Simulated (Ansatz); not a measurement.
A made-up structure of MgBH$_{3}$, closed shell:

```
5
angstrom
B -0.0107 -0.9346 0.3271
Mg 0.0133 1.2214 -0.4285
H 0.7651 -1.3632 1.1413
H 0.4804 -0.0764 -1.4560
H 0.0321 2.8395 -0.9942
```

It is relaxed with PBE-D4/def2-SVP and then PBE0-D4/def2-TZVP (Ansatz 0.2.0). Atoms count as bonded within 1.22 times the sum of their covalent radii (H–H: 0.88 Å). The end point is not checked to be a true minimum.

Does its bonding change? (A judgement: the text doesn't fix the answer.)

The calculation gives: Yes. Formed: B1–H4; broken: Mg2–H4.

Where it ends: The first stage lowers the energy by 3.14 eV in 14 steps. It ends as MgBH₃ ([BH2][MgH]):
| atom | x (Å) | y (Å) | z (Å) |
| --- | --- | --- | --- |
| B1 | 0.4476 | -0.6225 | -0.1310 |
| Mg2 | 0.0056 | 1.5919 | -0.4796 |
| H3 | 0.3660 | -1.1567 | 0.9443 |
| H4 | 0.7870 | -1.3794 | -1.0029 |
| H5 | -0.3259 | 3.2533 | -0.7410 |

Labels in which every atom is bracketed show which atoms are joined, not bond orders.

For scale, one of the runs: PBE0-D4/def2-TZVP relaxation, 81 basis functions, launched by `ansatz run in.yaml --threads 2 --pin off --events-out ev --progress --plain --max-ram 4352MiB`. The run took about 4 s on 2 CPU threads of an Arm Neoverse V2 (shared host).
